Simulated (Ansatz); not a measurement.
Ansatz (a first-principles code) input (B3LYP-D3(BJ)/def2-TZVP):

Ansatz 0.2 input:
```yaml
crystal:
  periodic: [false, false, false]
  atoms:
    - {symbol: C, position_ang: [-0.09856142, 0.37671182, -0.12484067]}
    - {symbol: O, position_ang: [0.13329051, 1.45833677, -0.63720370]}
    - {symbol: O, position_ang: [-1.31206526, 0.08556015, 0.39556567]}
    - {symbol: H, position_ang: [-1.90444036, 0.84424826, 0.28557813]}
    - {symbol: C, position_ang: [0.83304652, -0.69482728, -0.00311955]}
    - {symbol: H, position_ang: [0.53626149, -1.61228189, 0.46830851]}
    - {symbol: H, position_ang: [1.82794674, -0.57102435, -0.38600966]}
basis:
  gaussian:
    orbitals: def2-TZVP
hamiltonian:
  xc: b3lyp
  dispersion: d3bj
magnetization: {spin_polarized: true, initial_magnetization: 1}
relax: {f_tol: 0.002, max_steps: 150}
```

Output:

```
Functional definition: B3LYP
integrals: 0.04 GiB planned
794 factors; their error is unknown
mean field: 0.61 GiB planned
mean field evaluation 1: about -6211.9081 eV, gradient 4.4e1 eV
mean field evaluation 2: about -6204.7937 eV, gradient 6.3e1 eV
mean field evaluation 4: about -6218.3777 eV, gradient 4.0e0 eV
mean field evaluation 8: about -6218.4303 eV, gradient 3.3e-1 eV
mean field evaluation 16: about -6218.4307 eV, gradient 6.1e-4 eV
mean field -6218.43069039 eV, -228.5231128683 hartree, gradient 3.3e-5 eV, S^2 0.758160; 0 other end points of the search recorded, 0 dependent functions left out
the calculation of the forces begins
reference -6218.43089872 eV, -228.5231205240 hartree; 16, 15 occupied and 126, 127 virtual orbitals, 794 factors
relax step   1: F+E_penalty+E_count = -6218.59928385 eV  Δ(F+E_penalty+E_count) = +0.000e0 eV  max|allowed force component| = 8.138e-1 eV/Å  Δτ_max = 0.0000 Å  (34 SCF iters, accepted)
these checks for a lower state are left out or cut short: starts, cluster_reference, orbital_swaps, neighbouring_geometries, increment
integrals: 0.04 GiB planned
794 factors; their error is unknown
mean field: 0.61 GiB planned
mean field -6218.44135757 eV, -228.5235048797 hartree, gradient 1.2e-5 eV, S^2 0.757954; 0 other end points of the search recorded, 0 dependent functions left out
the calculation of the forces begins
reference -6218.44156615 eV, -228.5235125451 hartree; 16, 15 occupied and 126, 127 virtual orbitals, 794 factors
relax step   2: F+E_penalty+E_count = -6218.60979280 eV  Δ(F+E_penalty+E_count) = -1.051e-2 eV  max|allowed force component| = 4.632e-1 eV/Å  Δτ_max = 0.0130 Å  (37 SCF iters, accepted)
these checks for a lower state are left out or cut short: starts, cluster_reference, orbital_swaps, neighbouring_geometries, increment
integrals: 0.04 GiB planned
794 factors; their error is unknown
mean field: 0.61 GiB planned
mean field evaluation 32: about -6218.4455 eV, gradient 2.4e-5 eV
mean field -6218.44545708 eV, -228.5236555339 hartree, gradient 2.4e-5 eV, S^2 0.757607; 0 other end points of the search recorded, 0 dependent functions left out
the calculation of the forces begins
reference -6218.44566580 eV, -228.5236632042 hartree; 16, 15 occupied and 126, 127 virtual orbitals, 794 factors
relax step   3: F+E_penalty+E_count = -6218.61380854 eV  Δ(F+E_penalty+E_count) = -4.016e-3 eV  max|allowed force component| = 1.019e-1 eV/Å  Δτ_max = 0.0165 Å  (37 SCF iters, accepted)
these checks for a lower state are left out or cut short: starts, cluster_reference, orbital_swaps, neighbouring_geometries, increment
integrals: 0.04 GiB planned
794 factors; their error is unknown
mean field: 0.61 GiB planned
mean field -6218.44544179 eV, -228.5236549723 hartree, gradient 1.3e-5 eV, S^2 0.757691; 0 other end points of the search recorded, 0 dependent functions left out
the calculation of the forces begins
reference -6218.44565051 eV, -228.5236626423 hartree; 16, 15 occupied and 126, 127 virtual orbitals, 794 factors
relax step   4: F+E_penalty+E_count = -6218.61376727 eV  Δ(F+E_penalty+E_count) = +4.128e-5 eV  max|allowed force component| = 5.186e-2 eV/Å  Δτ_max = 0.0055 Å  (39 SCF iters, rejected (line search))
these checks for a lower state are left out or cut short: starts, cluster_reference, orbital_swaps, neighbouring_geometries, increment
integrals: 0.04 GiB planned
794 factors; their error is unknown
mean field: 0.61 GiB planned
mean field -6218.44558500 eV, -228.5236602348 hartree, gradient 1.3e-5 eV, S^2 0.757686; 0 other end points of the search recorded, 0 dependent functions left out
the calculation of the forces begins
reference -6218.44579369 eV, -228.5236679041 hartree; 16, 15 occupied and 126, 127 virtual orbitals, 794 factors
relax step   5: F+E_penalty+E_count = -6218.61393003 eV  Δ(F+E_penalty+E_count) = -1.215e-4 eV  max|allowed force component| = 3.608e-3 eV/Å  Δτ_max = 0.0026 Å  (39 SCF iters, accepted)
these checks for a lower state are left out or cut short: starts, cluster_reference, orbital_swaps, neighbouring_geometries, increment
integrals: 0.04 GiB planned
794 factors; their error is unknown
mean field: 0.61 GiB planned
mean field -6218.44558263 eV, -228.5236601478 hartree, gradient 1.3e-5 eV, S^2 0.757682; 0 other end points of the search recorded, 0 dependent functions left out
the calculation of the forces begins
reference -6218.44579132 eV, -228.5236678170 hartree; 16, 15 occupied and 126, 127 virtual orbitals, 794 factors
relax step   6: F+E_penalty+E_count = -6218.61392974 eV  Δ(F+E_penalty+E_count) = +2.895e-7 eV  max|allowed force component| = 6.817e-3 eV/Å  Δτ_max = 0.0004 Å  (39 SCF iters, rejected (line search))
these checks for a lower state are left out or cut short: starts, cluster_reference, orbital_swaps, neighbouring_geometries, increment
integrals: 0.04 GiB planned
794 factors; their error is unknown
mean field: 0.61 GiB planned
mean field -6218.44558396 eV, -228.5236601967 hartree, gradient 1.3e-5 eV, S^2 0.757684; 0 other end points of the search recorded, 0 dependent functions left out
the calculation of the forces begins
reference -6218.44579265 eV, -228.5236678660 hartree; 16, 15 occupied and 126, 127 virtual orbitals, 794 factors
relax step   7: F+E_penalty+E_count = -6218.61393045 eV  Δ(F+E_penalty+E_count) = -4.172e-7 eV  max|allowed force component| = 1.869e-4 eV/Å  Δτ_max = 0.0002 Å  (39 SCF iters, accepted)
integrals: 0.04 GiB planned
794 factors; their error is unknown
mean field: 0.61 GiB planned
mean field evaluation 64: about -6218.4453 eV, gradient 3.2e-1 eV
mean field -6218.44558396 eV, -228.5236601967 hartree, gradient 1.3e-5 eV, S^2 0.757684; 1 other end points of the search recorded, 0 dependent functions left out
the calculation of the forces begins
reference -6218.44579265 eV, -228.5236678660 hartree; 16, 15 occupied and 126, 127 virtual orbitals, 794 factors
Total energy: -6218.61413914 eV, -228.5298544853 hartree
Atom 0 at    -0.110661     0.379801    -0.122527 Å, force    -0.000016     0.000064     0.000092 eV/Å
Atom 1 at     0.130242     1.454511    -0.636433 Å, force    -0.000108     0.000071    -0.000076 eV/Å
Atom 2 at    -1.329707     0.081800     0.403348 Å, force     0.000005     0.000061    -0.000016 eV/Å
Atom 3 at    -1.887674     0.863554     0.273478 Å, force     0.000106    -0.000102     0.000007 eV/Å
Atom 4 at     0.832157    -0.702378     0.000576 Å, force     0.000143    -0.000187    -0.000028 eV/Å
Atom 5 at     0.554153    -1.634139     0.469297 Å, force    -0.000131     0.000068    -0.000028 eV/Å
Atom 6 at     1.826969    -0.556425    -0.389460 Å, force     0.000000     0.000025     0.000049 eV/Å
Dipole moment:    -0.047994    -0.327613     0.148199 e Å
```

It need not be the lowest isomer of its formula.
